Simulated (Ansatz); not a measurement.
## Two structures, one formula

Two relaxed structures of CH4AlO (charge +1), closed shell (PBE0-D4/def2-TZVP; forces vanish, vibrations not checked).

A:

| atom | x (Å) | y (Å) | z (Å) |
| --- | --- | --- | --- |
| O1 | -1.3395 | -0.7744 | -0.1961 |
| C2 | -0.3950 | -0.0005 | -0.5225 |
| Al3 | 1.1511 | 0.3470 | 0.8177 |
| H4 | -2.0427 | -0.9034 | -0.8644 |
| H5 | -0.4807 | 0.4372 | -1.5289 |
| H6 | 0.8125 | 1.5891 | 1.7052 |
| H7 | 2.2943 | -0.6950 | 0.5891 |

B:

| atom | x (Å) | y (Å) | z (Å) |
| --- | --- | --- | --- |
| O1 | -0.7673 | -0.5134 | 0.0996 |
| C2 | -0.4940 | 0.6641 | -0.8335 |
| Al3 | 0.5573 | 0.5198 | 0.7482 |
| H4 | -1.4469 | -1.1718 | -0.0972 |
| H5 | -0.1508 | 0.3039 | -1.7998 |
| H6 | 1.4554 | 0.4758 | 2.0109 |
| H7 | -1.3717 | 1.3018 | -0.8980 |

Ansatz 0.2.0; basis: def2-TZVPP; cores frozen in the correlated methods. B3LYP uses VWN-RPA correlation.

Problem. Which structure is lower at CCSD(T), and by how much? (An estimate is asked for; the value comes from the calculation.)

Solution. The calculation gives: B, by 28.19 kcal/mol (electronic energy, against the other). By their contacts, A is CH₄AlO ([OH][CH][AlH2]), total charge +1 and B is CH₄AlO ([CH2]1[OH][AlH]1), total charge +1.

All methods give the same order:

```
   method  E(B) − E(A) (kcal/mol)
   PBE-D4                  -28.51
r2SCAN-D4                  -30.55
  PBE0-D4                  -30.02
 B3LYP-D4                  -27.25
  wB97M-V                  -29.38
       HF                  -20.39
      MP2                  -32.56
     CCSD                  -27.95
  CCSD(T)                  -28.19
```

No T1 diagnostic of these runs exceeds 0.018.

Labels in which every atom is bracketed show which atoms are joined, not bond orders.

For scale, one of the runs: CCSD(T)/def2-TZVPP, 160 basis functions, launched by `ansatz run in.yaml --threads 2 --pin off --events-out ev --progress --plain --max-ram 4352MiB`. Hardware: 2 CPU threads of an AMD EPYC 7B13, shared host. Wall time 11 s; peak host memory 1.1 GiB.
